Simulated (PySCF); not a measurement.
A GIAO shielding run with PySCF 2.14 (density fitting, non-relativistic, gas phase) on `C=C=CC(F)F`, C₄H₄F₂:

```
$ OMP_NUM_THREADS=1 python probes_run.py task.json out

{"job": {"kind": "nmr", "xc": "PBE0", "basis": "aug-cc-pVDZ", "pop": true}, "charge": 0, "multiplicity": 1}
C      1.967998    -0.279958     0.754634
C      0.836699    -0.366060     0.108546
C     -0.303379    -0.440967    -0.530506
C     -1.429428     0.510639    -0.284367
F     -2.543754    -0.170873     0.066986
F     -1.722877     1.184990    -1.420709
H      2.124198    -0.819417     1.694666
H      2.793381     0.329555     0.372157
H     -0.479280    -1.210829    -1.291684
H     -1.196491     1.241214     0.508683
```

Hardware: 1 thread of an Arm Neoverse V1, shared host. The job also computes population analyses, field gradients.

Question: How large is the calculation?

Answer: 46 electrons, 174 basis functions and 568 auxiliary functions.

Question: How long does it take, and how much memory does it need?

Answer: 15 s of wall time, with 14 SCF cycles and 5 response iterations; peak memory 0.84 GiB. Times on a shared host scatter by some tens of per cent.

Question: And these other runs on the same molecule and hardware: GIAO shielding at B97-2/pcSseg-2; GIAO shielding at BHandHLYP/pcSseg-2; GIAO shielding at CAM-B3LYP/pcSseg-2; GIAO shielding at LC-wPBE/pcSseg-2; GIAO shielding at PBE0/6-31G; GIAO shielding at PBE0/STO-3G?

Answer: B97-2/pcSseg-2: 272 functions, 34 s; BHandHLYP/pcSseg-2: 272 functions, 31 s; CAM-B3LYP/pcSseg-2: 272 functions, 43 s; LC-wPBE/pcSseg-2: 272 functions, 49 s; PBE0/6-31G: 62 functions, 4.5 s; PBE0/STO-3G: 34 functions, 2.4 s.
